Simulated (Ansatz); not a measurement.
```yaml
atoms:
  - { symbol: C, position_ang: [0.0000, 0.0000, 0.6081] }
  - { symbol: C, position_ang: [0.0000, 0.0000, -0.6081] }
  - { symbol: H, position_ang: [0.0000, 0.0000, -1.6740] }
  - { symbol: H, position_ang: [0.0000, 0.0000, 1.6740] }
```

Basis set: pcseg-2 (spherical functions). Charge 0, multiplicity 1.

Computed with Ansatz (development build ahead of 0.2.0); each method stands on the lowest determinant of its kind that the runs found. Restricted functionals stand beside restricted open-shell atoms, which can lie above the unrestricted atoms usual in DFT and then raise those values.

Give the atomization energy at this shape (free ground-state atoms in the same class of orbitals less the molecule, no zero-point energy) of singlet C2H2 by ωB97X (restricted), PBE0 (unrestricted).

```csv
method,atomization energy
ωB97X (restricted),17.55 eV
PBE0 (unrestricted),17.53 eV
```

The shape needn't be a minimum at these levels.
